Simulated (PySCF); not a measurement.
# Frontier levels across methods

Compound: C3H4F2O.
Geometry (PBE0-D3(BJ)/def2-SVP, Å), atoms numbered from 1 in this order:
```xyz
10
C3H4F2O angstrom
F     -0.3596   -1.4378    1.6320
C      0.0964   -0.2118    1.2264
C      0.4254   -0.2769   -0.2385
O      0.7798    0.9678   -0.8469
C     -0.4080    0.3940   -1.2289
F     -1.5193    1.0358   -0.8263
H      1.0036    0.0432    1.8004
H     -0.6723    0.5533    1.4153
H      1.0405   -1.1378   -0.5358
H     -0.5003    0.0646   -2.2716
```

Basis pcSseg-2 throughout (PySCF), one geometry. Geometry: PBE0-D3(BJ)/def2-SVP, one conformer, isolated molecule.

Q: How do the orbital energies, the gap and the dipole change with the method?

A: 
```
   method                    kind  HOMO (eV)  LUMO (eV)  gap (eV)  μ (D)  SCF cycles
     BLYP                     GGA      -7.16      -0.07      7.09   1.22          15
     OPBE                     GGA      -7.17       0.03      7.20   1.15          16
      PBE                     GGA      -7.23      -0.09      7.14   1.20          15
    B97-D                     GGA      -7.26       0.06      7.32   1.21          15
     BP86                     GGA      -7.33      -0.06      7.27   1.20          15
      KT2                     GGA      -7.37      -0.14      7.23   1.21          16
      LDA                     LDA      -7.40      -0.34      7.06   1.25          15
      KT3                     GGA      -7.40      -0.20      7.20   1.20          16
    B97-2           global hybrid      -8.57       0.76      9.33   1.27          14
    B3LYP           global hybrid      -8.63       0.41      9.04   1.29          14
     PBE0           global hybrid      -8.85       0.74      9.60   1.28          14
 mPW1PW91           global hybrid      -8.89       0.68      9.57   1.28          14
CAM-B3LYP  range-separated hybrid     -10.36       1.35     11.71   1.33          13
BHandHLYP           global hybrid     -10.39       1.19     11.58   1.37          13
  wB97X-D  range-separated hybrid     -10.77       2.44     13.20   1.29          14
  LC-wPBE  range-separated hybrid     -11.67       2.45     14.12   1.32          13
       HF            Hartree–Fock     -12.57       2.70     15.27   1.44          10
```

The HOMO spans 5.41 eV, from BLYP down to HF, and the gap runs from 7.06 eV (LDA) to 15.27 eV (HF). Over the methods BLYP (0 %), OPBE (0 %), PBE (0 %), B97-D (0 %), BP86 (0 %), KT2 (0 %), LDA (0 %), KT3 (0 %), B97-2 (21 %), B3LYP (20 %), PBE0 (25 %), mPW1PW91 (25 %), BHandHLYP (50 %), HF (100 %), a straight line through the gap against the share of exact exchange rises by 0.83 eV for each 10 % (correlation coefficient 0.997). The dipole ranges from 1.15 D (OPBE) to 1.44 D (HF). This basis has no diffuse functions.

The vertical ΔSCF ionisation energy at PBE0/def2-SVPD is 11.27 eV; −ε(HOMO) comes closest to it with LC-wPBE (11.67 eV).
